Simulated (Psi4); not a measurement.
**N2O (nitrous oxide): FNO-CCSD(T)/6-31+G(d) (density fitting, density fitting for correlation, Cartesian functions, occ tolerance 0.0001)**

What is the energy difference between two shapes of N2O (nitrous oxide) at FNO-CCSD(T)/6-31+G* (density fitting, density fitting for correlation, Cartesian functions, occ tolerance 0.0001)? 

Program for the calculation: Psi4 1.11.

4 further runs of the same task are left out: 4 set aside as unsound or not needed.

**1. The system as given**

N2O has 3 atoms, charge 0, and is taken as a singlet. As SMILES, `N#[N+][O-]`. The shape is that of a PBE0-D4/def2-TZVP optimisation.

Bond lengths: N1–N2 1.118 Å, N2–O3 1.174 Å. Angles: N1–N2–O3 180.0°.

**2. The energy at FNO-CCSD(T)/6-31+G(d) (density fitting, density fitting for correlation, Cartesian functions, occ tolerance 0.0001)**

Input file n2o.in:

```
memory 1600 mb

molecule molecule1 {
  0 1
  N     -0.511700     1.001300    -0.167900
  N     -0.008400     0.016500    -0.002800
  O      0.520100    -1.017800     0.170700
}

set basis 6-31+G*
set reference rhf
set cc_type df
set scf_type df
set occ_tolerance 0.0001

e_tot, wfn = energy("fno-ccsd(t)", return_wfn=True)
print_variables()
```

Run with:

```console
$ psi4 -i n2o.in -o n2o.out -n 1
```

n2o.out:

```text
[...]
  Running in c1 symmetry.
[...]
  Nuclear repulsion =   61.347861729966489
[...]
  Multiplicity = 1
[...]
  Nalpha       = 11
  Nbeta        = 11
[...]
    Number of basis functions: 57
[...]
   @DF-RHF iter   1:  -183.60783043562816   -5.30088e-01   7.75117e-03 ADIIS/DIIS
[...]
   @DF-RHF iter  11:  -183.68264046035526   -1.64846e-12   4.73516e-09 DIIS
[...]
    Orbital Energies [Eh]
    ---------------------
    Doubly Occupied:
       1A    -20.673949     2A    -15.861852     3A    -15.711894
       4A     -1.631921     5A     -1.439743     6A     -0.833724
       7A     -0.772604     8A     -0.772604     9A     -0.699086
      10A     -0.494198    11A     -0.494198
[...]
  @DF-RHF Final Energy:  -183.68264046035526
   => Energetics <=
    Nuclear Repulsion Energy =             61.3478617299664890
    One-Electron Energy =                -371.2894593211359506
    Two-Electron Energy =                 126.2589571308142098
    Total Energy =                       -183.6826404603552305
[...]
 Multipole Moments:
 ------------------------------------------------------------------------------------
     Multipole            Electronic (a.u.)      Nuclear  (a.u.)        Total (a.u.)
 ------------------------------------------------------------------------------------
 L = 1.  Multiply by 2.5417464519 to convert [e a0] to [Debye]
 Dipole X            :          0.0000390           -0.0000005            0.0000386
 Dipole Y            :          0.0000479           -0.0000006            0.0000473
 Dipole Z            :          0.2596332           -0.0089621            0.2506711
 Magnitude           :                                                    0.2506711
[...]
      * MP2 total energy:                  -184.218433694365
[...]
      * CCSD total energy:                 -184.204188697722
[...]
      * CCSD(T) total energy                -184.228409672549
[...]
```

Wall time 2.8 s (1 thread of AMD EPYC 9R45 (Zen 5), shared host); peak memory 0.2 GiB.

**3. The distorted shape**

Input file calc.inp:

```
memory 1600 MB

molecule m {
  0 1
  N     -0.458133     1.002105    -0.223777
  N     -0.033685    -0.027863    -0.072995
  O      0.529062    -0.955269     0.182094
  units angstrom
}

set basis 6-31+G*
set reference rhf
set cc_type df
set scf_type df
set occ_tolerance 0.0001

e = energy("fno-ccsd(t)")
```

Run with:

```console
$ psi4 calc.inp calc.out -n 1
```

calc.out:

```text
[...]
  Running in cs symmetry.
[...]
  Nuclear repulsion =   62.950120009558304
[...]
  Multiplicity = 1
[...]
  Nalpha       = 11
  Nbeta        = 11
[...]
    Number of basis functions: 57
[...]
   @DF-RHF iter   1:  -183.59880550763091   -3.48958e-01   9.87551e-03 DIIS/ADIIS
[...]
   @DF-RHF iter  13:  -183.67208026326003   -8.24230e-13   3.22561e-09 DIIS
[...]
    Orbital Energies [Eh]
    ---------------------
    Doubly Occupied:
       1Ap   -20.682749     2Ap   -15.862743     3Ap   -15.692010
       4Ap    -1.685300     5Ap    -1.438153     6Ap    -0.844689
       7Ap    -0.796979     1App   -0.796600     8Ap    -0.689316
       2App   -0.487418     9Ap    -0.486876
[...]
  @DF-RHF Final Energy:  -183.67208026326003
   => Energetics <=
    Nuclear Repulsion Energy =             62.9501200095583044
    One-Electron Energy =                -374.3187337900318425
    Two-Electron Energy =                 127.6965335172134957
    Total Energy =                       -183.6720802632600567
[...]
 Multipole Moments:
 ------------------------------------------------------------------------------------
     Multipole            Electronic (a.u.)      Nuclear  (a.u.)        Total (a.u.)
 ------------------------------------------------------------------------------------
 L = 1.  Multiply by 2.5417464519 to convert [e a0] to [Debye]
 Dipole X            :         -0.0751701            0.0042846           -0.0708854
 Dipole Y            :         -0.0047530           -0.0074982           -0.0122511
 Dipole Z            :          0.0000000            0.0000000            0.0000000
 Magnitude           :                                                    0.0719363
[...]
      * MP2 total energy:                  -184.203988211372
[...]
      * CCSD total energy:                 -184.189082335236
[...]
      * CCSD(T) total energy                -184.212659232040
[...]
```

Run time: 2.8 s. Hardware: 1 thread of AMD EPYC 9R45 (Zen 5), shared host; peak memory 0.2 GiB.

**4. Outcome**

At FNO-CCSD(T)/6-31+G* (density fitting, density fitting for correlation, Cartesian functions, occ tolerance 0.0001):

```
                                              quantity          value
                             first shape: total energy  -184.22841 Eh
      first shape: HOMO energy (Hartree–Fock orbitals)      -13.45 eV
      first shape: LUMO energy (Hartree–Fock orbitals)        2.33 eV
    first shape: HOMO–LUMO gap (Hartree–Fock orbitals)       15.78 eV
                       first shape: correlation energy     -545.8 mEh
                           first shape: (T) correction     -24.22 mEh
                            first shape: T1 diagnostic          0.017
                         distorted shape: total energy  -184.21266 Eh
  distorted shape: HOMO energy (Hartree–Fock orbitals)      -13.25 eV
  distorted shape: LUMO energy (Hartree–Fock orbitals)        2.25 eV
distorted shape: HOMO–LUMO gap (Hartree–Fock orbitals)       15.49 eV
                   distorted shape: correlation energy     -540.6 mEh
                       distorted shape: (T) correction     -23.58 mEh
                        distorted shape: T1 diagnostic          0.015
                energy change with the atoms displaced       0.429 eV
```

**Reading.** With the atoms displaced the energy rises by 0.43 eV (9.9 kcal/mol). The first shape isn't relaxed at this level, so the change isn't measured from a minimum. The triples (first shape) make up 4.4 % of the correlation energy. The triples (distorted shape) make up 4.4 % of the correlation energy.
